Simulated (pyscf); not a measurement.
Elementary routes open to HO–SiH₂–O–SiH₂–F (SMILES O[SiH2]O[SiH2]F) + H₂ (SMILES [H][H]) in the gas phase (singlet surface):
A. HO–SiH₂–F (SMILES O[SiH2]F) + HO–SiH₃ (SMILES O[SiH3]) (O–Si, H–H broken; H–O, H–Si formed)
B. F–SiH₂–O–SiH₃ (SMILES F[SiH2]O[SiH3]) + H₂O (SMILES O) (O–Si, H–H broken; H–Si, H–O formed)

Single points on ωB97X-D3(BJ)/def2-SVP structures (PySCF, gas phase).

Q: Rank the routes by free-energy barrier at 298 K, lowest first, for ωB97M-D3(BJ)/def2-TZVP energies (ideal gas, 1 atm, RRHO with modes under 100 cm⁻¹ raised to 100, one conformer, R ln 2 for chiral ones without a mode under 150 cm⁻¹).

A: B (2.82 eV), A (2.90 eV)

Route B is the fastest of these, ahead of the next by 0.07 eV. The most stable products are those of B (ΔG = +0.95 eV), so kinetics and thermodynamics agree. At 1200 K B is still the fastest. B: On the product side the descent ends in a complex (not fully relaxed), 0.27 eV under the separated species and 1.71 eV under the saddle at ωB97X-D3(BJ)/def2-TZVP. Only these routes are compared; each barrier is that of the saddle found, and lower ones may exist.
